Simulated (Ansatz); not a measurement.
Results of RPBE in Ansatz (plane waves, PAW) for hcp Lu.

Run with plane-wave cutoff 520 eV, 18×18×10 k mesh (along the axes of the cell as run), Fermi–Dirac smearing 0.05 eV, scalar-relativistic PAW data made under PBE.

Energies at three volumes about the minimum:

| V (Å³/atom) | E − E_lowest (meV/atom) |
|---|---|
| 29.844 | 1.67 |
| 30.453 | 0.00 |
| 31.062 | 1.56 |

### Question
Fit a parabola by hand: where is the minimum, and what is the bulk modulus?

### Answer
Slopes: (0.00 − 1.67)/(30.453 − 29.844) = -2.742 and (1.56 − 0.00)/(31.062 − 30.453) = 2.562 meV/Å³. Curvature E″ = 2 × (2.562 − (-2.742))/(31.062 − 29.844) = 8.709 meV/Å⁶. From the middle of the first interval, the slope vanishes at V0 = 30.1485 − (-2.742)/8.709 = 30.463 Å³/atom. B = V0 E″ = 30.463 × 8.709 meV/Å³ × 0.1602 GPa per meV/Å³ = 42.5 GPa. The full Birch–Murnaghan fit to all volumes gives V0 = 30.454 Å³/atom and B0 = 42.5 GPa.

Shape and atoms are relaxed at each volume.

Measured, for comparison: bulk modulus 47.6 GPa (room temperature, not corrected to a static lattice; as tabulated in Wikipedia's data pages); equilibrium volume per atom 29.52 Å³/atom (room temperature, not corrected to a static lattice; as tabulated in Söderlind et al. (2014), doi:10.1088/0953-8984/26/41/416001). Computed (rounded) less measured: bulk modulus -11 %, equilibrium volume per atom +3.2 %.

Note: the bulk modulus comes from volumes at which shape and atoms were relaxed.

Ansatz is a first-principles code.
